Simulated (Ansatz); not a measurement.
# O2F (SMILES [O]OF) at 6 levels

Aim: a comparison of 6 runs (UHSE06/STO-3G, UPBE/STO-3G, USVWN5/STO-3G, UMP2/STO-3G, UBCCD(T)/STO-3G, UCCSDT/STO-3G) of O2F. 

The calculation is run with Ansatz 0.2.0.

38 further runs of the same task are left out: 11 that didn't finish, 27 set aside as unsound or not needed.

## (1) The system as given

O2F has 3 atoms, charge 0, and is taken as a doublet. As SMILES, `[O]OF`. The O2–O1 distance was set to 1.476 Å, away from the relaxed value.

Bond lengths: O1–O2 1.476 Å. A long bond or contact: O2–F3 1.573 Å.

## (2) A single-point energy at UHSE06/STO-3G (run 1)

Contents of molecule.yaml:

```yaml
basis:
  gaussian: {orbitals: STO-3G}
crystal:
  periodic: [false, false, false]
  atoms:
    - {symbol: O, position_ang: [1.133418, -0.493753, 0.570811]}
    - {symbol: O, position_ang: [0.133270, 0.497870, 0.127930]}
    - {symbol: F, position_ang: [-1.066650, -0.202430, -0.610160]}
magnetization: {spin_polarized: true, initial_magnetization: 1}
accuracy: high
hamiltonian: {xc: {name: HSE06}}
```

On the command line:

```
$ ansatz run molecule.yaml --threads 1 --pin off --max-ram 3480MiB --events-out events.jsonl --progress --plain --runs-dir runs
```

The program printed:

```text
Warning: RAYON_NUM_THREADS=1 ignored (pool sized by the plan → 1); use --threads N
Functional definition: HSE06
  name "HSE06"
  parameter a = 0.25
  parameter omega = 0.11/bohr
  exchange = pbe_x - a*pbe_x_sr(omega) + a*exact_x_sr(omega)
  correlation = pbe_c
250 factors; integrals over basis functions are off by at most 4.5e-8 eV
41 factors; integrals over basis functions are off by at most 2.3e-10 eV
mean field evaluation 1: about -6700.1652 eV, gradient 2.5e1 eV
mean field evaluation 2: about -6646.7943 eV, gradient 8.6e1 eV
mean field evaluation 4: about -6703.8330 eV, gradient 1.5e0 eV
mean field evaluation 8: about -6703.9635 eV, gradient 1.3e-1 eV
mean field evaluation 16: about -6703.9533 eV, gradient 3.0e-3 eV
mean field -6703.95330156 eV, -246.3657397295 hartree, gradient 2.6e-8 eV, S^2 0.759080; 1 other end points of the search recorded, 0 dependent functions left out
reference -6703.95330220 eV, -246.3657397530 hartree; 13, 12 occupied and 2, 3 virtual orbitals, 250 factors
Total energy: -6703.95330220 eV, -246.3657397530 hartree
```

Run time: 1.8 s. Hardware: 1 thread of Arm Neoverse V1, shared host; peak memory 0.11 GiB.

## (3) A single-point energy at UPBE/STO-3G (run 2)

Contents of run.yaml:

```yaml
crystal:
  periodic: [false, false, false]
  atoms:
    - {symbol: O, position_ang: [1.133418, -0.493753, 0.570811]}
    - {symbol: O, position_ang: [0.133270, 0.497870, 0.127930]}
    - {symbol: F, position_ang: [-1.066650, -0.202430, -0.610160]}
basis:
  gaussian: {orbitals: STO-3G}
magnetization: {spin_polarized: true, initial_magnetization: 1}
hamiltonian: {xc: {name: PBE}}
accuracy: high
```

On the command line:

```
$ ansatz run run.yaml --threads 1 --pin off --max-ram 3480MiB --events-out events.jsonl --progress --plain --runs-dir runs
```

The program printed:

```text
Warning: RAYON_NUM_THREADS=1 ignored (pool sized by the plan → 1); use --threads N
Functional definition: PBE
  name "PBE"
  parameter kappa = 0.804
  parameter beta = 0.06672455060314922
  exchange = pbe_x(kappa = kappa, mu = beta*pi^2/3)
  correlation = pbe_c(beta = beta)
250 factors; integrals over basis functions are off by at most 4.5e-8 eV
mean field evaluation 1: about -6700.6064 eV, gradient 2.5e1 eV
mean field evaluation 2: about -6614.0852 eV, gradient 7.4e1 eV
mean field evaluation 4: about -6679.8302 eV, gradient 5.4e1 eV
mean field evaluation 8: about -6704.2284 eV, gradient 8.4e-3 eV
mean field evaluation 16: about -6701.9233 eV, gradient 9.2e0 eV
mean field -6704.16528867 eV, -246.3735301123 hartree, gradient 2.5e-8 eV, S^2 0.754550; 3 other end points of the search recorded, 0 dependent functions left out
reference -6704.16528931 eV, -246.3735301358 hartree; 13, 12 occupied and 2, 3 virtual orbitals, 250 factors
Total energy: -6704.16528931 eV, -246.3735301358 hartree
```

It took 1.9 s on 1 thread of Arm Neoverse V1, shared host; peak memory 0.1 GiB.

Runs 3 to 5 aren't shown in full; the table further down has their settings and results.

## (4) The energy at UCCSDT/STO-3G (run 6)

Contents of run.yaml:

```yaml
crystal:
  periodic: [false, false, false]
  atoms:
    - symbol: O
      position_ang: [1.133418, -0.493753, 0.570811]
    - symbol: O
      position_ang: [0.133270, 0.497870, 0.127930]
    - symbol: F
      position_ang: [-1.066650, -0.202430, -0.610160]
basis:
  gaussian: {orbitals: STO-3G}
magnetization: {spin_polarized: true, initial_magnetization: 1}
correlation: {method: ccsdt, frozen_orbitals: {F: 1, O: 1}}
accuracy: high
scf: {omitted_lower_state_checks: [cluster_reference, increment]}
```

On the command line:

```
$ ansatz run run.yaml --threads 1 --pin off --max-ram 3480MiB --events-out events.jsonl --progress --plain --runs-dir runs
```

The program printed:

```text
Warning: RAYON_NUM_THREADS=1 ignored (pool sized by the plan → 1); use --threads N
[... 17 lines left out ...]
3 core orbitals not correlated: weight in the atoms' cores, before any rotation towards them, 1.000 or more for the frozen orbitals, at most 0.000 for the correlated occupied ones
[... 59 lines left out ...]
Total energy: -6686.76430744 eV, -245.7340558467 hartree
Checks for a lower state left out: cluster_reference, increment
```

Run time: 1.1 s. Hardware: 1 thread of Arm Neoverse V1, shared host.

## (5) The series

```
run            level  frozen core orbitals  energy (Eh)   ⟨S²⟩  wall time
  1    UHSE06/STO-3G                     –  -246.365740  0.759      1.8 s
  2      UPBE/STO-3G                     –  -246.373530  0.755      1.9 s
  3    USVWN5/STO-3G                     –  -244.866478  0.756      1.1 s
  4      UMP2/STO-3G                     3  -245.640488  1.549     0.43 s
  5  UBCCD(T)/STO-3G                     3  -245.730459  1.549     0.68 s
  6    UCCSDT/STO-3G                     3  -245.734056  1.549      1.1 s
```

## (6) What came out

| quantity | value |
| --- | --- |
| run 6: total energy | -245.73406 Eh |
| run 6: correlation energy (3 core orbitals frozen) | -138.5 mEh |
| run 6: ⟨S²⟩ of the reference determinant | 1.549 |
| run 6: T1 diagnostic | 0.087 |

Totals of different functionals can't be ranked against each other. In runs 1, 2, 3, 4, 5, 6 the basis is minimal, so the values are rough. Spin contamination of the reference: run 4 ⟨S²⟩ = 1.55, run 5 ⟨S²⟩ = 1.55, run 6 ⟨S²⟩ = 1.55. Where it is this large, the reference is a mixture of spin states, and values that rest on it are in doubt. All runs together took 7 s, the longest 1.9 s.
